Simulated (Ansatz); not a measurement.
`CB[SiH3]` + PH₃ → `CBP` + SiH₄ at 298.15 K and 1 bar (cleavage of the B–Si bond).

Isolated molecules relaxed with PBE0-D4/def2-TZVP in Ansatz; ΔE leaves out vibrations. CCSD(T)/CBS is the MP2 limit (def2-TZVPP, def2-QZVPP) plus CCSD(T) − MP2 in def2-TZVPP, frozen cores. This one scheme is used for every species. One conformer a species, not always the lowest.

```json
{"species": "`CB[SiH3]`", "CCSD(T)/CBS energy (Eh)": "-356.10570", "H − E (kJ/mol)": "208.0", "S (J/(mol·K))": "315.5"}
{"species": "PH₃", "CCSD(T)/CBS energy (Eh)": "-342.72256", "H − E (kJ/mol)": "73.1", "S (J/(mol·K))": "210.2"}
{"species": "`CBP`", "CCSD(T)/CBS energy (Eh)": "-407.38441", "H − E (kJ/mol)": "190.6", "S (J/(mol·K))": "297.5"}
{"species": "SiH₄", "CCSD(T)/CBS energy (Eh)": "-291.46306", "H − E (kJ/mol)": "92.1", "S (J/(mol·K))": "204.8"}
```

H − E and S are ideal-gas, rigid-rotor, harmonic terms from PBE0-D4/def2-TZVP, for one conformer and one mirror image of each species. 1 Eh = 2625.50 kJ/mol, R = 8.31446 J/(mol·K).

Problem. By hand: ΔE, ΔH, ΔS and ΔG.

Solution. ΔE = (-407.38441) + (-291.46306) − (-356.10570) − (-342.72256) = -0.01921 Eh = -50.4 kJ/mol. Δ(H − E) = 190.6 + 92.1 − 208.0 − 73.1 = 1.6, so ΔH = -48.8 kJ/mol. ΔS = 297.5 + 204.8 − 315.5 − 210.2 = -23.4 J/(mol·K). ΔG = -48.8 − 298.15 × (-23.4)/1000 = -41.8 kJ/mol.

Problem. By hand: the equilibrium constant, and the temperature at which ΔG would vanish if ΔH and ΔS stayed fixed.

Solution. log₁₀ K = −ΔG/(RT ln 10) = 7.3. ΔG = 0 at ΔH/ΔS = 2085 K.

ΔH outweighs TΔS. A doubt of 5 kJ/mol in ΔE shifts log₁₀ K by 0.9 here. Other conformers and mirror images would add mixing entropy, several J/(mol·K) or more a flexible species. Modes under 60 cm⁻¹, often nearly free rotors, make the harmonic entropy too high. These are equilibria of isolated gas molecules and say nothing of rates. Largest T1 diagnostic: 0.015 (customary marks: 0.02 for closed shells, 0.045 for open ones).
